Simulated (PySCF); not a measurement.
Geometries of 4 isomers of C4H7N, from PBE0-D3(BJ)/def2-SVP geometry optimisation, gas phase (PySCF). One conformer each, no zero-point energy, no frequencies.

Question: Which isomer lies lowest at this level?
A.
```xyz
12
angstrom
C      1.529   -0.454   -0.938
C      0.984    0.081    0.161
N     -0.276   -0.206    0.670
C     -1.421   -0.409   -0.165
C     -1.326    0.775    0.737
H      2.558   -0.215   -1.210
H      0.982   -1.161   -1.568
H      1.556    0.773    0.790
H     -1.304   -0.223   -1.241
H     -2.072   -1.251    0.092
H     -1.154    1.747    0.257
H     -1.899    0.812    1.670
```
B.
```xyz
12
angstrom
C      1.854   -0.578    0.589
C      0.771   -0.136   -0.028
C      0.132    0.865   -0.878
C     -0.657   -0.316   -0.311
N     -1.598   -0.048    0.731
H      2.809   -0.051    0.507
H      1.828   -1.482    1.205
H     -0.087    1.839   -0.428
H      0.348    0.884   -1.952
H     -0.890   -1.105   -1.048
H     -1.667   -0.839    1.367
H     -2.527    0.109    0.345
```
C.
```xyz
12
angstrom
C      2.566    0.437    0.012
C      1.149    0.151    0.170
C     -0.032   -0.089    0.306
C     -1.473   -0.351    0.427
N     -2.313    0.226   -0.608
H      2.724    1.349   -0.585
H      3.053    0.589    0.988
H      3.088   -0.389   -0.496
H     -1.639   -1.441    0.449
H     -1.823    0.014    1.408
H     -2.007   -0.112   -1.519
H     -2.177    1.235   -0.632
```
D.
```xyz
12
angstrom
C      2.079   -0.678    0.401
N      0.834   -0.828    0.233
C      0.027    0.309    0.026
C     -1.371    0.259    0.586
C     -1.161    0.140   -0.885
H      2.582    0.309    0.396
H      2.713   -1.561    0.559
H      0.528    1.291    0.018
H     -1.631   -0.647    1.137
H     -1.784    1.186    0.992
H     -1.277   -0.847   -1.337
H     -1.423    0.982   -1.530
```

Answer: D. That is `C1CC1N=C`, 8.6 kcal/mol below the next.

```json
{"SMILES": "C=NC1CC1", "atoms numbered as above": "[CH2:1]=[N:2][CH:3]1[CH2:4][CH2:5]1", "E (Eh)": "-210.93162", "relative (kcal/mol)": "0.0", "relative (kJ/mol)": "0.0", "dipole (D)": "1.29"}
{"SMILES": "C=CN1CC1", "atoms numbered as above": "[CH2:1]=[CH:2][N:3]1[CH2:4][CH2:5]1", "E (Eh)": "-210.91790", "relative (kcal/mol)": "8.6", "relative (kJ/mol)": "36.0", "dipole (D)": "1.34"}
{"SMILES": "CC#CCN", "atoms numbered as above": "[CH3:1][C:2]#[C:3][CH2:4][NH2:5]", "E (Eh)": "-210.91668", "relative (kcal/mol)": "9.4", "relative (kJ/mol)": "39.2", "dipole (D)": "1.59"}
{"SMILES": "C=C1C[C@@H]1N", "atoms numbered as above": "[CH2:1]=[C:2]1[CH2:3][C@@H:4]1[NH2:5]", "E (Eh)": "-210.91412", "relative (kcal/mol)": "11.0", "relative (kJ/mol)": "46.0", "dipole (D)": "1.43"}
```

As drawn, the lowest has a C=N bond, which the highest lacks; the highest has an N–H bond and a C=C bond outside aromatic rings, which the lowest lacks.
